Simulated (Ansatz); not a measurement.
# AlBSi: the cost of one run

Program: Ansatz 0.2.0, Gaussian basis. Level of theory: def2-QZVPP, core rule «outside noble gas», up to 11 orbitals frozen. These are calculated values, not measurements.

Plan: UHF; ROHF; CCSD(T) on UHF.

2 further runs of the same task are left out: 2 set aside as unsound or not needed. Runs told in other sessions of the task aren't counted.

## (1) The system

The geometry is a PBE0/def2-TZVP stationary point (not a proven minimum) of the parent state, kept for this charge and spin.

3 atoms, charge 1, spin multiplicity 2.

Atoms are counted from 1 here; the program's logs count them from 0.

Bond lengths: Al1–B2 1.956 Å, Al1–Si3 2.412 Å, B2–Si3 1.863 Å. Angles: B2–Al1–Si3 49.2°, Al1–B2–Si3 78.3°, Al1–Si3–B2 52.6°.

## (2) UHF

Contents of in.yaml:

```yaml
crystal:
  periodic: [false, false, false]
  atoms:
    - {symbol: Al, position_ang: [0.000000, -0.235516, 1.239346]}
    - {symbol: B, position_ang: [0.000000, 1.236586, -0.048093]}
    - {symbol: Si, position_ang: [0.000000, -0.249742, -1.172118]}
basis:
  gaussian: {orbitals: "def2-QZVPP.json"}
total_charge: 1
magnetization: {spin_polarized: true, initial_magnetization: 1}
hamiltonian: {xc: hf}
output: {orbitals: {seedname: orbitals}}
```

Run with:

```sh
ansatz run in.yaml --threads 1 --pin off --events-out ev --progress --plain --max-ram 2393MiB
```

What time and memory should one allow on 1 thread of Arm Neoverse V2, shared host?

About 67 s, with a peak of 0.53 GiB.
